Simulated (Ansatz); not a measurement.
# AlH3 (charge -1): rigid scan of one bond length

How does the energy of AlH3 (charge -1) change as one bond is stretched? Wanted for AlH3 (charge -1): a rigid scan of one bond length.

Program: Ansatz 0.2.0 through its Python package. Level of theory: Hartree-Fock/def2-TZVP. These are calculated values, not measurements.

## Step 1: Starting point

Bond lengths: Al1–H2 1.597 Å, Al1–H3 1.597 Å, Al1–H4 1.597 Å. Angles: H2–Al1–H3 109.5°, H2–Al1–H4 109.5°, H3–Al1–H4 109.5°.

No structure file is read: the coordinates are typed or built in the script.

## Step 2: Script

scan_alh3.py

```python
"""Potential curve of AlH3(-) along one bond."""

import warnings

import ansatz as az
import matplotlib.pyplot as plt
import numpy as np

SETTINGS = {
    "basis_set": "def2-TZVP",
    "xc": "HF",
    "charge": -1,
}


def main() -> None:
    warnings.simplefilter("ignore", az.DeckWarning)

    geometry_ang = [
        ("Al", [0.001, -0.0022, 0.3993]),
        ("H", [-0.9108, -1.1987, -0.1374]),
        ("H", [-0.5838, 1.3889, -0.1241]),
        ("H", [1.4936, -0.188, -0.1377]),
    ]
    mol = az.Crystal.molecule()
    for symbol, xyz in geometry_ang:
        mol = mol.atom(symbol, xyz)

    symbols = [site.symbol for site in mol.cartesian_sites]
    start = np.array([site.position_ang for site in mol.cartesian_sites])
    axis = (start[1] - start[0]) / np.linalg.norm(start[1] - start[0])
    moving = [1]
    lengths, energies = [1.36, 1.47, 1.6, 1.76, 2.0, 2.4, 2.87, 3.51], []
    for length in lengths:
        xyz = start.copy()
        xyz[moving] += (length - np.linalg.norm(start[1] - start[0])) * axis
        point = az.Crystal.molecule()
        for symbol, place in zip(symbols, xyz):
            point = point.atom(symbol, place.tolist())
        calc = (
            point.calculation()
            .basis(gaussian=SETTINGS["basis_set"])
            .functional(SETTINGS["xc"])
            .charge(SETTINGS["charge"])
            .spin("collinear", total=1)
        )
        report = calc.run(threads=1, backend="cpu").report
        energies.append(report["free_energy_ev"])
        print(f"r = {length:6.3f} A  E = {energies[-1]:.5f} eV  <S^2> = {abs(report['mean_field']['state']['spin_squared']):.3f}")

    print("energy above the lowest point (eV):", [round(e - min(energies), 3) for e in energies])
    plt.figure(figsize=(4.5, 3))
    plt.plot(lengths, np.array(energies) - min(energies), "o-")
    plt.xlabel("bond length (A)")
    plt.ylabel("E - E(min) (eV)")
    plt.tight_layout()
    plt.savefig("scan.png", dpi=100)


if __name__ == "__main__":
    main()
```

## Step 3: The calls as engine input

The engine receives this input (first run):

```yaml
crystal:
  periodic: [false, false, false]
  atoms:
    - { symbol: Al, position_ang: [0.001, -0.0022, 0.3993] }
    - { symbol: H, position_ang: [-0.7753901197276923, -1.0210098028670584, -0.05769558813100728] }
    - { symbol: H, position_ang: [-0.5838, 1.3889, -0.1241] }
    - { symbol: H, position_ang: [1.4936, -0.188, -0.1377] }
basis:
  gaussian:
    orbitals: def2-TZVP
hamiltonian:
  xc: hf
magnetization:
  spin_polarized: true
  initial_magnetization: 1.0
total_charge: -1.0
```

## Step 4: The run

Run with:

```console
python scan_alh3.py
```

**Question.** What results will this script give? Wanted: range of energy; lowest point, distance.

The runs gave:

| quantity | value |
| --- | --- |
| runs compared | 8 |
| range of energy | 2.418 eV |
| lowest point, distance (Å) | 1.60 |

What this shows: The curve has its lowest point inside the range, at 1.60. The ends stand 0.628 and 2.42 eV above it. The distance scanned is the script's pair 0, 1. <S²> moves from 0.75 to 1.20: along the scan the mean field breaks spin symmetry. Notes:
- The rest of the molecule is held rigid at a force-field or estimated start geometry, and the basis set is modest; single-reference methods fail as a bond breaks.
- The species is open-shell (spin multiplicity 2).
- For an odd-electron ion, approximate functionals spread the charge over both fragments and lower the stretched end too much.
- Anions want diffuse functions, which this basis lacks.
